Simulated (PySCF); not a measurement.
Molfile (atoms numbered from 1):
```
C4H9F
     RDKit          3D

 14 13  0  0  0  0  0  0  0  0999 V2000
    1.3823    0.0109   -0.4459 C   0  0  0  0  0  0  0  0  0  0  0  0
    0.0814   -0.0752    0.3234 C   0  0  0  0  0  0  0  0  0  0  0  0
   -0.7987   -1.2028   -0.1722 C   0  0  0  0  0  0  0  0  0  0  0  0
   -0.6519    1.2489    0.3532 C   0  0  0  0  0  0  0  0  0  0  0  0
    0.4179   -0.3800    1.6547 F   0  0  0  0  0  0  0  0  0  0  0  0
    1.1902    0.2186   -1.5006 H   0  0  0  0  0  0  0  0  0  0  0  0
    2.0102    0.8084   -0.0448 H   0  0  0  0  0  0  0  0  0  0  0  0
    1.9276   -0.9318   -0.3723 H   0  0  0  0  0  0  0  0  0  0  0  0
   -1.1119   -1.0187   -1.2022 H   0  0  0  0  0  0  0  0  0  0  0  0
   -1.6905   -1.2888    0.4509 H   0  0  0  0  0  0  0  0  0  0  0  0
   -0.2574   -2.1500   -0.1398 H   0  0  0  0  0  0  0  0  0  0  0  0
   -0.0124    2.0253    0.7773 H   0  0  0  0  0  0  0  0  0  0  0  0
   -0.9413    1.5497   -0.6555 H   0  0  0  0  0  0  0  0  0  0  0  0
   -1.5529    1.1693    0.9644 H   0  0  0  0  0  0  0  0  0  0  0  0
  1  2  1  0
  2  3  1  0
  2  4  1  0
  2  5  1  0
  1  6  1  0
  1  7  1  0
  1  8  1  0
  3  9  1  0
  3 10  1  0
  3 11  1  0
  4 12  1  0
  4 13  1  0
  4 14  1  0
M  END
```

- NMR shieldings at B97-2/pcSseg-2/GIAO
- geometry from PBE0-D3(BJ)/def2-TZVP
- code: PySCF
- no relativistic terms, fast rotation and ring inversion assumed for equivalent nuclei, a single conformation, no solvent model

Predict the 2D correlation tables (HSQC, COSY, HMBC).

## Answers



HSQC (one-bond C–H):
| δH | δC |
| --- | --- |
| 1.30 (H6/H7/H8/H9/H10/H11/H12/H13/H14) | 30.4 (C1/C3/C4) |

HMBC (two and three bonds, from the bond graph):
| δH | δC |
| --- | --- |
| 1.30 (H6/H7/H8/H9/H10/H11/H12/H13/H14) | 96.9 (C2), 30.4 (C1/C3/C4) |

No COSY cross peaks are expected.

δ = σ(ref) − σ, references computed at the same level: 1H, 13C against TMS.

Shifts are as computed. Against solution values, carbons near 30 ppm lie about +3 ppm off and those near 130 ppm about +7 ppm. Of 1211 compounds with measured shifts, 218 miss one by over three times the rms of a fit or turn the order of signals round; such compounds aren't used in these exercises.
